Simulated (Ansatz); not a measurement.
# Which isomer of CH3FOS gives these data?

These gas-phase data were calculated for one isomer of CH3FOS at PBE0-D3(BJ)/def2-SVP (harmonic, unscaled wavenumbers; equilibrium rotational constants with average atomic masses):

- rotational constants: 9.528, 4.792, 3.43 GHz
- all wavenumbers above 1500 cm⁻¹: 3820, 3139, 2728

Candidates:

(1) `FCOS`, a singlet
(2) `O[C@H](F)S`, a singlet
(3) `OSCF`, a singlet

Question: Which candidate do the data belong to?

Answer: Candidate (2). The band at 3820 cm⁻¹ lies where the O–H stretch is expected; (1) has no mode between 3300 and 4000 cm⁻¹. The band at 2728 cm⁻¹ lies where the S–H stretch is expected; (3) has no mode between 2500 and 2800 cm⁻¹.

The same quantities for all candidates:

```tsv
	rotational constants (GHz)	wavenumbers above 1500 cm⁻¹	E above the lowest, PBE0-D3(BJ)/def2-SVP (kcal/mol)
(1)	15.78, 3.653, 3.189	3141, 3053, 2667	23.8
(2)	9.528, 4.792, 3.43	3820, 3139, 2728	0.0
(3)	12.15, 3.948, 3.332	3837, 3142, 3060	23.2
```

Each candidate is one conformer. Programs: Ansatz 0.2.0.
